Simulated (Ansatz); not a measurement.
A nudged elastic band was laid between two geometries of AlClFH (4 atoms, charge 0, multiplicity 1).

All numbers below come from Ansatz 0.2.0, RKS B3LYP-D4/def2-TZVP.

```
movable images  : 9
climbing image  : yes
spring          : 5.0 eV/Å²
optimiser       : quadratic models (default)
start path      : through a guess of the saddle point
force threshold : 0.03 eV/Å
iteration limit : 60
end points      : relaxed
```

Image 0:

```xyz
4
Properties=species:S:1:pos:R:3
Al 0.477 0.000 0.139
Cl 0.783 0.000 2.204
H 1.652 0.000 -0.881
F -1.077 0.000 -0.404
```

Image 10:

```xyz
4
Properties=species:S:1:pos:R:3
Al -0.776 0.000 -1.235
Cl 1.563 0.000 1.316
H 2.744 0.000 0.812
F -1.695 0.000 0.165
```

Task: What changes between the two ends?

Result: Bonds broken: Al1–Cl2, Al1–H3. Bonds formed: Cl2–H3. AlClFH becomes AlF + ClH.

Task: Give the energies along the band, and the barrier.

Result: It converged. The highest image is number 4 of 0 to 10, 286.5 kJ/mol above the first end and 90.1 kJ/mol above the last; the last end lies 196.4 kJ/mol above the first. Neighbouring images differ by up to 1.3 eV, so the band resolves the path poorly. A vibrational analysis at the climbing image gives one clearly imaginary mode, 1057i cm⁻¹: a first-order saddle point. The orbitals stay closed-shell, which can raise the energy where a bond breaks towards radicals; this wasn't checked here.

| image | path coordinate (Å) | energy (kJ/mol) | Al1–Cl2 (Å) | Al1–H3 (Å) | Cl2–H3 (Å) |
| --- | --- | --- | --- | --- | --- |
| 0 | 0.00 | 0.0 | 2.09 | 1.56 | 3.21 |
| 1 | 0.38 | 21.8 | 2.08 | 1.55 | 2.83 |
| 2 | 0.76 | 93.7 | 2.13 | 1.54 | 2.41 |
| 3 | 1.14 | 215.6 | 2.28 | 1.57 | 2.03 |
| 4 | 1.53 | 286.5 | 2.52 | 1.69 | 1.68 |
| 5 | 1.88 | 243.3 | 2.76 | 1.99 | 1.38 |
| 6 | 2.24 | 209.5 | 3.16 | 2.39 | 1.30 |
| 7 | 2.59 | 201.4 | 3.45 | 2.85 | 1.29 |
| 8 | 2.95 | 198.5 | 3.47 | 3.28 | 1.28 |
| 9 | 3.31 | 196.8 | 3.45 | 3.69 | 1.28 |
| 10 | 3.66 | 196.4 | 3.46 | 4.07 | 1.28 |

Task: What is the geometry of the highest image?

Result: 
```xyz
4
Properties=species:S:1:pos:R:3
Al 0.234 0.000 -0.520
Cl 1.244 0.000 1.785
H 1.771 0.000 0.191
F -1.413 0.000 -0.397
```

The band took 15 iterations and of the order of 6 core-minutes.

Time of the run: 100 s on 4 threads of Arm Neoverse V1, on a shared host, peak memory 0.22 GiB.
